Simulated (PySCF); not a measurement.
Consider isoprene, `C=CC(=C)C` (C5H8). Numbering: `[CH2:1]=[CH:2][C:3](=[CH2:4])[CH3:5]`

Level of theory: ωB97X-D3(BJ)/def2-TZVP single points in PySCF, grid level 2; every species was optimised with PBE0-D3(BJ)/def2-SVP. ωB97X-D3(BJ) is ωB97X-V with D3(BJ) in place of VV10. Zero-point and thermal terms (298.15 K, 1 bar) come from unscaled PBE0-D3(BJ)/def2-SVP harmonic frequencies, with soft modes damped to free rotors in the entropy.

Task: Rank these of its sites by proton affinity, highest first.
A. C1 (alkene carbon)
B. C4 (alkene carbon)

Result: B (850 kJ/mol), A (825 kJ/mol).

Task: For C1 (alkene carbon), what are ΔE (electronic) and ΔG(298 K) of removing the proton again?

Result: ΔE = 848 and ΔG = 798 kJ/mol, beside ΔH = 825 kJ/mol. The protonated species is `C=C(C)[CH+]C`.

Task: Of those listed, which site of protonation is favoured in benzonitrile (IEF-PCM), and by how much?

Result: C4 (alkene carbon), by 22 kJ/mol over C1 (alkene carbon); the gas phase favours the same one.
